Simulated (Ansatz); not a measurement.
# SiH2, triplet: the ladder up to UCCSDT(Q)

Geometry: that of the SiH2⁻, doublet, kept fixed.

| atom | x (Å) | y (Å) | z (Å) |
| --- | --- | --- | --- |
| Si | 0.0000 | -0.0723 | 0.0000 |
| H | 0.0000 | 1.0067 | 1.1158 |
| H | 0.0000 | 1.0067 | -1.1158 |

Basis aug-cc-pVDZ; Ansatz 0.2.0. Only valence electrons are correlated (noble-gas cores frozen), which leaves 6 electrons in 40 orbitals. R marks a restricted (for open shells ROHF) determinant, U an unrestricted one. Active spaces: valence = (6e, 6o) chosen from the atoms' valence shells.

Full CI isn't at hand for all of this; UCCSDT(Q) serves as the reference, and is uncertain by about the last step of the cluster series. The frozen core follows each run's orbitals, which can shift R against U totals by a few meV.

For open shells CISD is restricted-active-space CI with the open shells as a complete middle space.

- UHF ⟨S²⟩: 2.005
- T1 diagnostic (RCCSD): 0.0247
- largest doubles amplitude (RCCSD): 0.034
- T1 diagnostic (UCCSD): 0.0201

**Question.** From what is known of these methods and the diagnostics, rank them by the size of their error in total energy against UCCSDT(Q) in aug-cc-pVDZ, smallest first (an estimate: the text doesn't fix the numbers).
A. RCCSD(T)
B. RMP2
C. RHF
D. MRCISD+Q (valence space)
E. MRCISD (valence space)

**Answer.** D (0.15 kcal/mol), A (0.56 kcal/mol), E (2.22 kcal/mol), B (17.24 kcal/mol), C (66.58 kcal/mol).

All errors are against UCCSDT(Q) in aug-cc-pVDZ. Within each family the higher level lies nearer, as is usual though not guaranteed.

Natural occupations of CASSCF (valence space) about the gap: 1.978 1.962 1.005 1.000 0.029 0.026; effectively unpaired electrons, Σ n²(2−n)², 2.01.
